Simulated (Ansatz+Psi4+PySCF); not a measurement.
Results of a calculation; reference values are marked as such.
This PySCF input gave a total energy of -139.02677 hartree.

```python
from pyscf import gto, scf, mp

mol = gto.M(atom="""
C 0.000400 -0.004880 0.008720
H 1.036700 -0.002540 -0.376970
H -0.518500 0.882700 -0.371070
H -0.507730 -0.885430 -0.368020
F -0.002600 0.001740 1.320500
""", basis='cc-pvtz', charge=1, spin=1)
mf = scf.UHF(mol)
mf.kernel()
pt = mp.MP2(mf, frozen=2).run()
print(mf.e_tot, pt.e_corr, pt.e_tot)
```

Question: Write an input for Ansatz with the same method and basis set.

Answer:

```yaml
crystal:
  periodic: [false, false, false]
  atoms:
    - { symbol: C, position_ang: [0.0004, -0.00488, 0.00872] }
    - { symbol: H, position_ang: [1.0367, -0.00254, -0.37697] }
    - { symbol: H, position_ang: [-0.5185, 0.8827, -0.37107] }
    - { symbol: H, position_ang: [-0.50773, -0.88543, -0.36802] }
    - { symbol: F, position_ang: [-0.0026, 0.00174, 1.3205] }
basis:
  gaussian: { orbitals: cc-pVTZ }
total_charge: 1
magnetization:
  spin_polarized: true
  initial_magnetization: 1
hamiltonian:
  xc: hf
correlation:
  method: mp2
  frozen_orbitals: { C: 1, F: 1, H: 0 }
scf:
  omitted_lower_state_checks: [stability, starts, atomic_configurations, cluster_reference, orbital_swaps, given_window_search, neighbouring_geometries, increment]
```

Ansatz (development build ahead of 0.2.0) gave -139.02676 hartree, 0.08 meV from the first. Caution: MP2 on this radical cation hangs on the determinant chosen.
